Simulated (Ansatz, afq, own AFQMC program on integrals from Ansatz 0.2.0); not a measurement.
## Where AFQMC and coupled cluster stand for AlHO, singlet

```yaml
atoms:
  - { symbol: Al, position_ang: [0.0000, 0.0000, 1.4330] }
  - { symbol: O, position_ang: [0.0000, 0.0000, -0.2415] }
  - { symbol: H, position_ang: [0.0000, 0.0000, -1.1915] }
```

Connectivity, by distances: Al–OH.

Basis cc-pVDZ. Only valence electrons are correlated. Ansatz 0.2.0 and our own AFQMC program on the same integrals; the CISD trial comes from CCSD amplitudes, and released means the phaseless constraint is let go. Free AFQMC starts from the CCSD state and is never constrained. Its projection time is finite, and what remains of the start isn't in its error. ± is one standard error of the sampling.

Determinant: RHF, the one that the program's search chose, which needn't be the lowest solution. The geometry is a point of a scan.

No full CI on the walks' own integrals is used here; CCSDT(Q) serves as the reference and is uncertain by about the last step of the cluster series.

Cautions: the released energies move by 1.5 errors or more from one time to the next, so no released level is given (meV from the phaseless value at times in 1/Eh: 1 ± 12 at 0.24, 12 ± 8 at 0.51, 2 ± 11 at 0.99, 31 ± 10 at 1.62, -13 ± 12 at 2.40), though the last usable value meets CCSDT(Q) within the noise.

The T1 diagnostic is 0.0184. The weight of the determinant in the CISD state is 0.889 and the size of the correlated space is 10 electrons in 31 orbitals.

```tsv
level	correlation energy (eV)
MP2	-6.4541
CCSD	-6.8941
CCSD(T)	-7.0486
```

(1) Estimate where free-projection AFQMC lies against CCSD(T) on the same integrals.

(1) 3.3 ± 1.2 kJ/mol below CCSD(T).

Reference: CCSDT(Q), correlation energy -7.082 eV.

| level | E − E(reference) (kJ/mol) | share of correlation (%) |
| --- | --- | --- |
| CCSD(T) | 3.2 | 99.53 |
| CCSDT | 2.1 | 99.69 |
| ph-AFQMC/HF | -7.2 ± 4.7 | 101.06 |
| ph-AFQMC/CISD | 0.3 ± 1.4 | 99.95 |
| free AFQMC | -0.1 ± 1.2 | 100.01 |

Free projections are given only where their last times agree within the noise and don't stop above the reference; a slow remainder of the start can still hide under it. A walk keeps the symmetry of its determinant, which the program's search chose and which needn't be the lowest solution, so a lower state of the same spin and another symmetry isn't excluded.
